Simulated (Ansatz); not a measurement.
Input for Ansatz (development build ahead of 0.2.0):

```yaml
crystal:
  periodic: [false, false, false]
  atoms:
    - { symbol: O, position_ang: [0.0, 0.0, 0.0] }
    - { symbol: S, position_ang: [0.77566, 1.03422, 2.23915] }
basis:
  gaussian: { orbitals: STO-3G }
total_charge: 1
magnetization:
  initial_magnetization: 1
hamiltonian:
  xc: hf
correlation:
  method: fci
  frozen_orbitals: { O: 1, S: 5 }
```

The input is written out in the form of the current development build from the run's settings.

Output:

* Converged: yes
* Total energy: -466.73406 hartree
* State: lowest doublet root, of any spatial symmetry
